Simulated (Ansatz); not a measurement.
Abridged output of a molecular run in Ansatz:

```
Functional definition: HF
767 factors; integrals over basis functions are off by at most 1.1e-3 eV
mean field evaluation 1: about -9651.3045 eV, gradient 1.6e1 eV
mean field evaluation 2: about -9651.3362 eV, gradient 1.6e1 eV
mean field evaluation 4: about -9653.4858 eV, gradient 2.2e0 eV
mean field evaluation 8: about -9653.5557 eV, gradient 2.1e-1 eV
mean field evaluation 16: about -9653.0176 eV, gradient 3.4e0 eV
mean field evaluation 32: about -9653.5546 eV, gradient 1.6e-1 eV
mean field -9653.55713541 eV, -354.7616813102 hartree, gradient 6.8e-6 eV, S^2 0.757133; 4 other end points of the search recorded, 0 dependent functions left out
7 core orbitals not correlated: weight in the atoms' cores, before any rotation towards them, 1.000 or more for the frozen orbitals, at most 0.000 for the correlated occupied ones
reference -9653.55713541 eV, -354.7616813102 hartree; 9, 8 occupied and 60, 61 virtual orbitals, 767 factors
second order -8.36864842 eV of doubles, -0.00000000 eV of singles
cycle   1  -9.41454356 eV  change    -1.0e0 eV  update   7.6e-2
cycle   2  -9.78281924 eV  change   -3.7e-1 eV  update   2.6e-2
cycle   3  -9.81503798 eV  change   -3.2e-2 eV  update   8.8e-3
cycle   4  -9.81260462 eV  change    2.4e-3 eV  update   3.5e-3
cycle   5  -9.81185302 eV  change    7.5e-4 eV  update   1.3e-3
cycle   6  -9.81178919 eV  change    6.4e-5 eV  update   4.8e-4
cycle   7  -9.81186309 eV  change   -7.4e-5 eV  update   2.0e-4
cycle   8  -9.81192824 eV  change   -6.5e-5 eV  update   8.0e-5
cycle   9  -9.81192854 eV  change   -3.0e-7 eV  update   3.8e-5
cycle  10  -9.81192745 eV  change    1.1e-6 eV  update   2.1e-5
perturbative correction -0.26326220 eV, -0.0096747073 hartree
Total energy: -9663.63232506 eV, -355.1319377007 hartree
Checks for a lower state left out: cluster_reference
```

Its atoms:

Cartesian coordinates in Å:
```
C -1.537 0.659 0.287
B -0.127 0.534 -0.295
Si 1.474 -0.627 -0.343
H -2.066 -0.293 0.413
H -2.189 1.380 -0.213
H -1.366 1.047 1.306
H 1.824 -0.860 -1.772
H 1.395 -1.965 0.323
H 2.591 0.126 0.295
```

Q: Which basis set was used?
A. cc-pV(T+d)Z
B. def2-SVPD
C. def2-TZVPP
D. def2-SVP

A: D. It gives 76 functions.

Q: Write the keys of the input that set method, charge and spin (a neutral closed shell needs none for the last two).

A: 
```yaml
magnetization: {spin_polarized: true, initial_magnetization: 1}
correlation: {method: ccsd_t}
scf: {omitted_lower_state_checks: [cluster_reference]}
```
